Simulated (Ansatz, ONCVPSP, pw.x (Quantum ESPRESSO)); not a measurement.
**From atom to crystal: ONCV potential for N**

```
Element                 : nitrogen
Generator               : ONCVPSP 4.0.1.1 (patched build)
Type                    : optimised norm-conserving Vanderbilt (ONCV)
Functional              : PBEsol
Relativity              : scalar-relativistic
Frozen core             : [He]
Valence charge          : 5
Reference configuration : 2s2 2p3
Partial waves           : 2s: rc 0.80 bohr, ncon 4, nbas 7, qcut 8.3 1/bohr, 2 projectors, debl 2.7 Ha; 2p: rc 1.90 bohr, ncon 3, nbas 6, qcut 6.9 1/bohr, 2 projectors, debl 3.6 Ha; d scattering state at 0.06 Ha: rc 1.70 bohr, ncon 5, nbas 9, qcut 4.9 1/bohr, 1 projector
Local potential         : polynomial inside 0.55 bohr (lpopt 5, dvloc0 4 Ha)
Core correction         : none
```

Atomic tests: cutoffs needed: 29 Ha and 50 Ha (the cutoffs (Ha) at which the residual kinetic energy of the hardest occupied pseudo-wave falls to 1 and 0.1 mHa per electron); ghost test: no bound ghost flagged; GHOST(+) flagged for d at 125.9 eV; largest excitation error: +1586 meV (all-electron minus pseudo) for 2s2 2p0, out of 4 test configurations.

Crystal test: bcc N in pw.x 7.5, no spin, 18³ k-points, Fermi–Dirac smearing 0.01 Ry, cutoffs 120/480 Ry. The reference is all-electron LAPW (Ansatz 0.2.0) with the same functional, mesh and smearing; V0 and B0 come from Birch–Murnaghan fits to the pressures at five volumes. Errors are pseudo minus all-electron; Δ is the rms difference of the E(V) curves that follow from these fits, minima aligned, over ±6 % about the mean V0. Mesh and smearing are coarse, so the numbers serve the comparison and aren't converged zero-temperature values; the lattice is a test structure that the element need not adopt. Spin polarisation is left out.

All-electron: a0 = 2.395 Å (V0 = 6.87 Å³/atom), B0 = 214.6 GPa.

**Question.** How far does the potential miss the all-electron equation of state?

**Answer.** mean pressure error (GPa): -0.98; a0 (Å): 2.392; a0 error (%): -0.15; B0 error (%): -0.9; Δ (meV/atom): 1.5.

```tsv
V (Å³/atom)	P all-electron (GPa)	P pseudo (GPa)
6.552	11.27	9.98
6.725	4.87	3.76
6.897	-0.77	-1.72
7.069	-5.74	-6.56
7.242	-10.12	-10.83
```

**Question.** At the middle volume, how do free energy and pressure move when the wave cutoff is lowered (ecutrho kept at four times it)?

**Answer.**

| cutoff (Ry) | shift of F (meV/atom) | shift of P (GPa) |
| --- | --- | --- |
| 54 | +102.2 | -10.54 |
| 72 | +8.0 | -0.87 |
| 96 | +3.3 | +0.14 |

Input at the middle volume:

```
&control
  calculation='scf', prefix='x', pseudo_dir='./', outdir='./tmp', tstress=.true., disk_io='low'
/
&system
  ibrav=0, nat=1, ntyp=1, ecutwfc=120, ecutrho=480, nbnd=9,
  occupations='smearing', smearing='fd', degauss=0.01
/
&electrons
  conv_thr=1e-09, mixing_beta=0.4, electron_maxstep=70
/
ATOMIC_SPECIES
N 1.0 N.UPF
CELL_PARAMETERS angstrom
  -1.19913132 1.19913132 1.19913132
  1.19913132 -1.19913132 1.19913132
  1.19913132 1.19913132 -1.19913132
ATOMIC_POSITIONS crystal
N 0.0000 0.0000 0.0000
K_POINTS automatic
18 18 18 0 0 0
```

```bash
pw.x < N.scf.in > N.scf.out
```

Lines of the output:

```
Message from routine setup:
     using ibrav=0 with symmetry is DISCOURAGED, use correct ibrav instead
     lattice parameter (alat)  =       3.9249  a.u.
     unit-cell volume          =      46.5433 (a.u.)^3
     number of electrons       =         5.00
     number of Kohn-Sham states=            9
     kinetic-energy cutoff     =     120.0000  Ry
     charge density cutoff     =     480.0000  Ry
     scf convergence threshold =      1.0E-09
     Exchange-correlation= PBESOL
     number of k points=   195  Fermi-Dirac smearing, width (Ry)=  0.0100
     iteration #  1     ecut=   120.00 Ry     beta= 0.40
     total energy              =     -19.34815209 Ry
     estimated scf accuracy    <       0.00055531 Ry
     iteration #  2     ecut=   120.00 Ry     beta= 0.40
     total energy              =     -19.34818523 Ry
     estimated scf accuracy    <       0.00016017 Ry
     iteration #  3     ecut=   120.00 Ry     beta= 0.40
     total energy              =     -19.34819818 Ry
     estimated scf accuracy    <       0.00000554 Ry
     iteration #  4     ecut=   120.00 Ry     beta= 0.40
     total energy              =     -19.34819865 Ry
     estimated scf accuracy    <          6.2E-09 Ry
     iteration #  5     ecut=   120.00 Ry     beta= 0.40
     the Fermi energy is     9.7786 ev
!    total energy              =     -19.34819871 Ry
     estimated scf accuracy    <          6.1E-10 Ry
     smearing contrib. (-TS)   =      -0.00233051 Ry
     The total energy is F=E-TS. E is the sum of the following terms:
     one-electron contribution =       3.96561172 Ry
     hartree contribution      =       1.40258918 Ry
     xc contribution           =      -4.63912636 Ry
     ewald contribution        =     -20.07494274 Ry
     convergence has been achieved in   5 iterations
          total   stress  (Ry/bohr**3)                   (kbar)     P=      -17.22
```

The run at the middle volume (195 k-points, 5 iterations) took about 18 s on one core of a shared host (Neoverse-V2, 96 threads, 742 GiB, load 86).
